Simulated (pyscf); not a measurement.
7 gas-phase steps of one pattern: hydrogen abstraction on the doublet surface, H–H broken and H–Si/Ge/Sn formed. Single points on ωB97X-D3(BJ)/def2-SVP structures (PySCF, gas phase). Electronic energies in kJ/mol, from the separated reactants; ΔE‡ at ωB97M-D3(BJ)/def2-TZVP, beside the barrier at B3LYP-D3(BJ)/def2-TZVP on the same structures. Rows were drawn at random from the steps of this pattern with a verified saddle, stable references and no exit in the data more than 5 kcal/mol lower.

| row | step | ΔE‡(B3LYP-D3(BJ)) | ΔE‡ |
|---|---|---|---|
| 1 | H₃C–SiH•–Cl + H₂ → H₃C–SiH₂–Cl + H• | 61.9 | 64.2 |
| 2 | H₃C–Si•(Cl)–Cl + H₂ → H₃C–SiH(Cl)–Cl + H• | 64.8 | 65.2 |
| 3 | H₂C=CH–SiH₂• + H₂ -> H₂C=CH–SiH₃ + H• | 70.5 | ? |
| 4 | GeH₃• + H₂ → GeH₄ + H• | 83.9 | 93.9 |
| 5 | [O=SiH]• + H₂ → O=SiH₂ + H• | 99.4 | 103.5 |
| 6 | H₃C–GeH•–Cl + H₂ -> H₃C–GeH₂–Cl + H• | 92.8 | 99.0 |
| 7 | Cl–GeH•–Cl + H₂ → Cl–GeH₂–Cl + H• | 104.8 | 108.6 |

Fit ΔE‡ = a + b·ΔE‡(B3LYP-D3(BJ)) to the other rows and predict row 3.

Over the 6 complete rows the means are +84.6 (ΔE‡(B3LYP-D3(BJ))) and 89.1 (ΔE‡); least squares gives b = 1.08 and a = -2.3 kJ/mol, with residuals of 2.8 kJ/mol (root mean square; largest 5.6, row 4). For row 3: -2.3 + 1.08 × (+70.5) = 73.8 kJ/mol. The computed barrier is 72.3 kJ/mol, 1.5 under the line. The line follows these rows closely. Each barrier is that of the saddle found. Elements up to Kr have no core potential and no relativistic terms here.
